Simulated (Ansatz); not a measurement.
# SiBH7 (built from SMILES B[SiH3].[H][H]): one structure at several levels

One table from this session's results is given with a row withheld; the runs are named, their logs left out.

The runs use Ansatz 0.2.0, Gaussian basis; single points in def2-TZVPP.

Cores are frozen in the correlated methods.

## Where the work starts

9 atoms, charge 0, spin multiplicity 1.

Atoms are counted from 1 here; the program's logs count them from 0.

Bond lengths: B1–H3 1.235 Å, B1–H4 1.191 Å, B1–H5 1.268 Å, Si2–H7 1.613 Å, Si2–H8 1.464 Å, Si2–H9 1.404 Å. Angles: H3–B1–H4 127.3°, H3–B1–H5 110.8°, H4–B1–H5 120.4°, H7–Si2–H8 107.1°, H7–Si2–H9 102.0°, H8–Si2–H9 112.0°.

Geometry (Å):

```xyz
9
charge 0, multiplicity 1
B    -1.0626    0.1037   -0.6146
Si    0.8784   -0.5227    0.5298
H    -2.0065   -0.1337    0.1455
H    -1.0138   -0.0935   -1.7879
H    -0.2147    0.8628   -0.0555
H    -0.8218    1.7062   -0.4370
H     2.1996    0.0120   -0.2264
H     0.9220    0.0047    1.8949
H     1.0662   -1.9139    0.4965
```

Set-up of the first run:

Contents of run/in.yaml:

```yaml
crystal:
  periodic: [false, false, false]
  atoms:
    - {symbol: B, position_ang: [-1.062600, 0.103700, -0.614600]}
    - {symbol: Si, position_ang: [0.878400, -0.522700, 0.529800]}
    - {symbol: H, position_ang: [-2.006500, -0.133700, 0.145500]}
    - {symbol: H, position_ang: [-1.013800, -0.093500, -1.787900]}
    - {symbol: H, position_ang: [-0.214700, 0.862800, -0.055500]}
    - {symbol: H, position_ang: [-0.821800, 1.706200, -0.437000]}
    - {symbol: H, position_ang: [2.199600, 0.012000, -0.226400]}
    - {symbol: H, position_ang: [0.922000, 0.004700, 1.894900]}
    - {symbol: H, position_ang: [1.066200, -1.913900, 0.496500]}
basis:
  gaussian: {orbitals: def2-TZVPP}
correlation: {method: ccsd_t}
output: {forces: true}
```

No record of the launch command was kept for these runs.

Steps of the session up to this table: CCSD(T)/def2-TZVPP; PBE0-D4/def2-TZVPP; wB97M-V/def2-TZVPP; r2SCAN-D4/def2-TZVPP; PBE-D4/def2-TZVPP; revPBE-D4/def2-TZVPP; LC-wPBE/def2-TZVPP.

One table of the session follows, with a row left open; its other results are not shown here.

| method | RMS force component (eV/Å) | angle to CCSD(T) forces (°) | dipole (D) |
| --- | --- | --- | --- |
| CCSD(T) | 0.950 | reference | 0.86 |
| PBE0-D4 | 0.970 | 3.1 | 0.84 |
| wB97M-V | 0.968 | 3.5 | 0.86 |
| r2SCAN-D4 | 0.952 | 2.3 | 0.82 |
| PBE-D4 | 0.933 | 6.8 | 0.84 |
| revPBE-D4 | 0.928 | 7.2 | 0.82 |
| LC-wPBE | ? | ? | ? |

Q: Estimate the row for LC-wPBE from the others.

**Answer.** RMS force component (eV/Å): 1.027; angle to CCSD(T) forces (°): 4.7; dipole (D): 0.92. In the column «RMS force component (eV/Å)» it is the highest.
